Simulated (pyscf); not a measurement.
PySCF, gas phase, ωB97X-D3(BJ)/def2-SVP geometries. MP2 and CC: frozen core, UHF for open shells. ΔMP2 is the change of the MP2 total energy from the triple- to the quadruple-zeta basis.

Question: Estimate the classical barrier height and the reaction energy of `[O]=[Si]=[O]` + `[NH3]` -> `[NH2][Si](=[O])[OH]` at CCSD(T)/def2-TZVPP + ΔMP2(QZVPP). The step runs on the singlet surface, breaks H–N and forms H–O, N–Si; take the separated reactants as zero.

Answer: ΔE‡ = -17.0 kcal/mol, ΔE = -65.7 kcal/mol. Zero-point energy shifts the barrier by +0.2 kcal/mol. It is an addition across a multiple bond or ene-type step, with an imaginary mode of 1489i cm⁻¹. On the reactant side the descent ends in an adduct with a N–Si contact, 40.1 kcal/mol under the separated species and 18.3 kcal/mol under the saddle at ωB97X-D3(BJ)/def2-TZVP. At CCSD(T) the saddle lies under the separated reactants, which points to a path from their complex (located at ωB97X-D3(BJ) alone). What is counted as formed (N–Si) is already present as a longer contact in the reactant adduct; forming that adduct is a step of its own. At ωB97X-D3(BJ) the barrier from the zero used here is -21.8 kcal/mol. This is the saddle that the search found; another between the same sides may lie lower. The CCSD(T) − MP2 part came from Ansatz, without density fitting, on the same reference.
